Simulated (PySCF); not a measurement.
# [SO3]-, doublet: structure and spectrum

Method: UPBE0 in PySCF with S def2-TZVPD, O def2-TZVPD; no relativity; density-fitted integrals.

The structure is a minimum.

| Item | Value |
| --- | --- |
| Point group | C3v |
| Bond lengths | S–O 1.473 Å (×3) |
| Bond angles | O–S–O 114.1° (×3) |
| Zero-point energy | 29.4 kJ/mol |
| Dipole moment about the centre of mass | 0.88 D |
| Highest occupied level (α) | -1.10 eV |
| Rotational constants | 0.3277, 0.3277, 0.1724 cm⁻¹ |
| Spin squared ⟨S²⟩ | 0.754 |
| Entropy at 298.15 K and 1 bar (electronic part: spin only) | 269.2 J/(mol K) |
| Enthalpy at 298.15 K above 0 K | 11.81 kJ/mol |
| Heat capacity Cp at 298.15 K | 51.9 J/(mol K) |
| Rotational symmetry number | 3 |
| Principal quadrupole moments (Buckingham, traceless) about the centre of mass | -4.07, -4.07, 8.14 D Å |
| Principal polarisabilities | 35.9, 43.9, 43.9 bohr³ |
| Lowest empty level (β) | 2.57 eV |

Harmonic modes (masses in u: S 31.972, O 15.995):
```json
{"symmetry": "e", "ω (cm⁻¹)": "479", "IR (km/mol, summed over degenerate members)": "25.8", "μ (u)": "17.15", "type": "bend"}
{"symmetry": "a1", "ω (cm⁻¹)": "587", "IR (km/mol, summed over degenerate members)": "29.4", "μ (u)": "21.30", "type": "bend"}
{"symmetry": "a1", "ω (cm⁻¹)": "999", "IR (km/mol, summed over degenerate members)": "11.8", "μ (u)": "16.85", "type": "stretch"}
{"symmetry": "e", "ω (cm⁻¹)": "1187", "IR (km/mol, summed over degenerate members)": "634", "μ (u)": "20.45", "type": "stretch"}
```

In C3v the vibrations span 2e + 2a1.

Charges (e); Mulliken and Löwdin values are unreliable with diffuse functions:
```json
{"atom": "S1", "Mulliken": "0.57", "Löwdin": "0.44", "polar tensor": "1.49", "spin (Mulliken)": "0.58", "Mayer order to S1": "–"}
{"atom": "O2,3,4", "Mulliken": "-0.52", "Löwdin": "-0.48", "polar tensor": "-0.83", "spin (Mulliken)": "0.14", "Mayer order to S1": "1.56"}
```

Mulliken populations on S1: s 5.71, p 8.55, d 1.05, f 0.11.

Outer orbital energies (eV). α occupied: -7.78, -7.78, -4.85, -4.85, -3.90, -3.90, -2.57, -1.10; empty: 4.17, 4.39, 4.39, 4.52. β occupied: -7.48, -7.48, -7.37, -4.48, -4.48, -3.45, -3.45, -2.43; empty: 2.57, 4.46, 4.46, 4.48.

This need not be the most stable arrangement of these atoms. The lowest empty level of this anion is unbound, so it and the gap depend on the basis.

The final relaxation and frequency run took about 14 core-minutes on a shared host.
